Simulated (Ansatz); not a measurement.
Reaction (SMILES): [NH2] (NH2) → 2 H atom + N atom
B3LYP-D3(BJ)/def2-TZVP geometries, fixed; electronic energies without zero-point terms.

Basis-set convergence of the atomisation energy at CCSD(T) with Ansatz (an electronic-structure program). Cartesian d functions, on some or all atoms, in 6-31G*, 6-31+G*, 6-31G**; all else is spherical. Cores are frozen. Open shells are unrestricted. No added dispersion term, no relativity. Functions are those of the species that has most. Reference: Hartree-Fock in aug-cc-pVQZ plus the correlation part extrapolated as X^-3 from aug-cc-pVTZ and aug-cc-pVQZ, 182.33 kcal/mol, itself unsure by roughly 0.69 kcal/mol (a third of the extrapolation step and of the last Hartree-Fock step). Deviations are taken from unrounded values.

| basis | functions | atomisation energy (kcal/mol) | minus reference (kcal/mol) |
|---|---|---|---|
| 6-31G* | 19 | 151.39 | -30.94 |
| 6-31+G* | 23 | 153.60 | -28.72 |
| 6-31G** | 25 | 163.76 | -18.57 |
| 6-311+G** | 34 | 167.22 | -15.10 |
| def2-SVPD | 36 | 170.81 | -11.51 |
| aug-cc-pVDZ | 41 | 167.04 | -15.29 |
| cc-pVTZ | 58 | 175.24 | -7.08 |
| jun-cc-pV(T+d)Z | 67 | 176.81 | -5.52 |
| 6-311++G(3df,3pd) | 75 | 177.98 | -4.35 |
| cc-pVQZ | 115 | 179.51 | -2.82 |
| pcseg-3 | 126 | 180.22 | -2.11 |
| def2-QZVPPD | 129 | 180.11 | -2.21 |
| cc-pV5Z | 201 | 180.94 | -1.38 |
